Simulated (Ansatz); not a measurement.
The input, for Ansatz 0.2.0:

```yaml
crystal:
  periodic: [false, false, false]
  atoms:
    - {symbol: In, position_ang: [0.000000, -0.021101, 0.000621]}
    - {symbol: H, position_ang: [0.000000, 2.620014, -0.076853]}
    - {symbol: H, position_ang: [0.000000, -0.162038, -1.867806]}
    - {symbol: H, position_ang: [0.000000, -0.054281, 1.873922]}
basis:
  gaussian: {orbitals: def2-SVP}
total_charge: 1
magnetization: {spin_polarized: false, initial_magnetization: 1}
correlation: {active_space: {window: {electrons: 1, orbitals: 2}, fixed_orbitals: true}}
multiplicity: 3
```

```sh
$ ansatz run in.yaml --threads 1 --pin off --events-out ev --progress --plain --max-ram 2393MiB
```

Problem. One thing in this input was set wrong on purpose, beside settings that are merely unusual. What is the gravest fault, and what does the program do?

Solution. Unknown input key. How the run ends: refused.
```
Error: YAML parse error: error: line 13 column 1: unknown field `multiplicity`, expected one of crystal, accuracy, basis, kpoints, hamiltonian, magnetization, projection, total_charge, correlation, batch, efield, external_charges, scf, relax, neb, saddle, md, ramp, phonons, dielectric, real_time, elastic, magnetic_configurations, gw, evaluate, workflow, output, checkpoint, execution
  --> <input>:13:1
   |
11 | magnetization: {spin_polarized: false, initial_magnetization: 1}
12 | correlation: {active_space: {window: {electrons: 1, orbitals: 2},…
13 | multiplicity: 3
   | ^ unknown field `multiplicity`, expected one of crystal, accuracy, basis, kpoints, hamiltonian, magnetization, projection, total_charge, correlation, batch, efield, external_charges, scf, relax, neb, saddle, md, ramp, phonons, dielectric, real_time, elastic, magnetic_configurations, gw, evaluate, workflow, output, checkpoint, execution
```
